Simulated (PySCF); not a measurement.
## Dipole moment and polarisability of pyranone

Pyranone, C₅H₄O₂.
Atom-mapped SMILES: `[O:1]=[c:2]1[cH:3][cH:4][o:5][cH:6][cH:7]1` (hydrogens: H8 on C3; H9 on C4; H10 on C6; H11 on C7)

Geometry (PBE0-D3(BJ)/def2-SVP, Å), atoms numbered from 1 in this order:
```
atom  x, y, z in Å
O1    -0.9778    2.3461    0.0784
C2    -0.5007    1.2273    0.0215
C3    -1.2994   -0.0045   -0.0239
C4    -0.7122   -1.2140   -0.0935
O5     0.6205   -1.3917   -0.1245
C6     1.4121   -0.3052   -0.0803
C7     0.9420    0.9544   -0.0104
H8    -2.3870    0.0747   -0.0014
H9    -1.2440   -2.1661   -0.1315
H10    2.4684   -0.5777   -0.1087
H11    1.6351    1.7959    0.0228
```

Level: PBE0/def2-SVPD (PySCF), static field, nuclei fixed, core orbitals frozen in the response. The polarisability tensor in these axes (au):

```
x   69.54 -6.26 -0.75
y   -6.26 81.48  2.16
z   -0.75  2.16 38.69
```

Problem. Give the principal values, the mean and the anisotropy Δα = √{½[(α1 − α2)² + (α2 − α3)² + (α1 − α3)²]}.

Solution. Principal values 38.58, 66.86 and 84.27 au; mean 63.24 au = 9.37 Å³ = 10.43 × 10⁻⁴⁰ C²·m²/J; Δα = 39.94 au (63 % of the mean).

Problem. What is the dipole moment, and where does it point?

Solution. (1.63, -3.82, -0.20) D, 4.16 D in size, pointing from the negative to the positive side. Measured along this direction, the outermost atoms are O1 at the negative end and O5, H9 and H10 at the positive end.

Problem. Find the Langevin capture rate constant for NH4+ (18.034 u) meeting this molecule (96.021 u), k = 2.342 × 10⁻⁹ cm³/s × √(α in Å³ / reduced mass in u).

Solution. The reduced mass is 15.18 u, so k = 1.84 × 10⁻⁹ cm³/s. The formula leaves out the permanent dipole, which adds to the capture rate.

Problem. Sum over states: ᾱ = Σ f/ω², ω in Eh. What share falls to these 10 lowest TDDFT singlets (eV, f)? 4.03, 0.0000; 5.00, 0.0002; 5.60, 0.0225; 5.69, 0.1719; 6.53, 0.1175; 6.89, 0.0000; 6.96, 0.0171; 7.53, 0.0000; 7.59, 0.5355; 7.60, 0.0007.

Solution. They add up to 13.66 au, 21.6 % of the 63.24 au; the largest single term is 6.88 au, from the state at 7.59 eV. Terms in order: 0.00, 0.01, 0.53, 3.93, 2.04, 0.00, 0.26, 0.00, 6.88, 0.01 au. Higher excitations give the rest. The strengths listed sum to 0.865.

Problem. Molar refractivity from α?

Solution. Lorentz–Lorenz: R = (4π/3)N_A α = 2.5225 cm³/(mol·Å³) × 9.37 Å³ = 23.6 cm³/mol, in the limit of long wavelengths.

Isolated species at its PBE0-D3(BJ)/def2-SVP geometry, gas phase.
